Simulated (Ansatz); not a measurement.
# SiH₄O: single points off equilibrium

One table from this session's results is given with a row withheld; the runs are named, their logs left out.

Computed with Ansatz 0.2.0, Gaussian basis. Level: single points in def2-TZVPP.

Cores are frozen in the correlated methods.

## Starting geometry

6 atoms, charge 0, spin multiplicity 1.

Atoms are counted from 1 here; the program's logs count them from 0.

Bond lengths: Si1–H2 1.700 Å, Si1–H4 1.537 Å, Si1–H5 1.414 Å, O3–H6 1.008 Å. Angles: H2–Si1–H4 106.3°, H2–Si1–H5 129.9°, H4–Si1–H5 103.9°.

Coordinates:

```
atom     x (Å)     y (Å)     z (Å)
 Si1  -0.62900   0.51860  -0.53130
  H2   0.99050   0.02240  -0.67620
  O3   1.14050  -0.29260   0.65190
  H4  -1.45640  -0.76270  -0.34250
  H5  -1.21990   1.43910   0.36490
  H6   1.28330  -1.28990   0.68720
```

Set-up of the first run:

Contents of run/in.yaml:

```yaml
crystal:
  periodic: [false, false, false]
  atoms:
    - {symbol: Si, position_ang: [-0.629000, 0.518600, -0.531300]}
    - {symbol: H, position_ang: [0.990500, 0.022400, -0.676200]}
    - {symbol: O, position_ang: [1.140500, -0.292600, 0.651900]}
    - {symbol: H, position_ang: [-1.456400, -0.762700, -0.342500]}
    - {symbol: H, position_ang: [-1.219900, 1.439100, 0.364900]}
    - {symbol: H, position_ang: [1.283300, -1.289900, 0.687200]}
basis:
  gaussian: {orbitals: def2-TZVPP}
correlation: {method: ccsd_t}
output: {forces: true}
```

The command line of these runs was not kept.

Among the steps run: CCSD(T)/def2-TZVPP; PBE0-D4/def2-TZVPP; wB97M-V/def2-TZVPP; r2SCAN-D4/def2-TZVPP; PBE-D4/def2-TZVPP; wB97X-V/def2-TZVPP; r2SCAN0-D4/def2-TZVPP.

One of the session's tables, all rows but one given; the rest of the session is left out.

| method | RMS force component (eV/Å) | angle to CCSD(T) forces (°) | dipole (D) |
| --- | --- | --- | --- |
| CCSD(T) | 1.121 | reference | 1.17 |
| PBE0-D4 | 1.185 | 4.0 | 1.25 |
| wB97M-V | 1.188 | 7.5 | 1.32 |
| r2SCAN-D4 | 1.111 | 4.4 | 1.15 |
| PBE-D4 | 1.039 | 10.6 | 1.11 |
| wB97X-V | 1.213 | 6.0 | 1.35 |
| r2SCAN0-D4 | ? | ? | ? |

Estimate the missing values for r2SCAN0-D4.

As computed: RMS force component (eV/Å): 1.235; angle to CCSD(T) forces (°): 6.1; dipole (D): 1.29. In the column «RMS force component (eV/Å)» it is the highest.
